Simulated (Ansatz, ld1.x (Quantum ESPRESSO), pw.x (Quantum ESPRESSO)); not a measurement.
**Equation-of-state test of one PAW potential (technetium)**

| Item | Value |
| --- | --- |
| Element | Tc |
| Generator | ld1.x (Quantum ESPRESSO) 7.5 |
| Type | PAW |
| Functional | PBEsol |
| Relativity | scalar-relativistic |
| Frozen core | [Ar] 3d10 |
| Valence charge | 15 |
| Reference configuration | 4s2 4p6 4d5 5s2 5p0 |
| Partial waves | 4s (bound): rcut 1.50, rcutus 1.75 bohr; 5s (bound): rcut 1.50, rcutus 1.75 bohr; 4p (bound): rcut 1.95, rcutus 2.25 bohr; 5p (bound, empty): rcut 1.95, rcutus 2.25 bohr; 4d (bound): rcut 1.00, rcutus 1.40 bohr; 4d channel at 0.3 Ry: rcut 1.00, rcutus 1.40 bohr |
| Local potential | all-electron potential smoothed inside 1.65 bohr (lloc = -1) |
| Core correction | Bessel-smoothed model core inside 1.05 bohr |
| Augmentation charge | BESSEL, radius 0.90 bohr |

Atomic tests: configuration tests: test run stopped at test 3 of 7 (negative norm?); lowest eigenvalue of the overlap operator: -0.61 (p channel); it is negative, so in a basis up to 400 Ry S is not positive definite.

Crystal test: bcc Tc in pw.x 7.5, no spin, 15³ k-points, Fermi–Dirac smearing 0.01 Ry, cutoffs 100/800 Ry. The lattice is a test structure that the element need not adopt, and mesh and smearing are coarse.

pw.x input:

```
&control
  calculation='scf', prefix='x', pseudo_dir='./', outdir='./tmp', tstress=.true., disk_io='low'
/
&system
  ibrav=0, nat=1, ntyp=1, ecutwfc=100, ecutrho=800, nbnd=15,
  occupations='smearing', smearing='fd', degauss=0.01
/
&electrons
  conv_thr=1e-09, mixing_beta=0.4, electron_maxstep=70
/
ATOMIC_SPECIES
Tc 1.0 Tc.UPF
CELL_PARAMETERS angstrom
  -1.52563353 1.52563353 1.52563353
  1.52563353 -1.52563353 1.52563353
  1.52563353 1.52563353 -1.52563353
ATOMIC_POSITIONS crystal
Tc 0.0000 0.0000 0.0000
K_POINTS automatic
15 15 15 0 0 0
```

```bash
pw.x < Tc.scf.in > Tc.scf.out
```

Problem. How does the run end?

Solution. Failed (cdiaghg: S matrix not positive definite). The atomic test gives a lowest overlap eigenvalue of -0.61 in the p channel. The ghost test of this file was not conclusive. Its overlap operator is not positive definite. Atomic configuration tests: test run stopped at test 3 of 7 (negative norm?). The log shows:

```
Message from routine setup:
     using ibrav=0 with symmetry is DISCOURAGED, use correct ibrav instead
     lattice parameter (alat)  =       4.9936  a.u.
     unit-cell volume          =      95.8533 (a.u.)^3
     number of electrons       =        15.00
     number of Kohn-Sham states=           15
     kinetic-energy cutoff     =     100.0000  Ry
     charge density cutoff     =     800.0000  Ry
     scf convergence threshold =      1.0E-09
     Exchange-correlation= SLA  PW   PSX  PSC
     number of k points=   120  Fermi-Dirac smearing, width (Ry)=  0.0100
     Error in routine cdiaghg (30):
     S matrix not positive definite
```
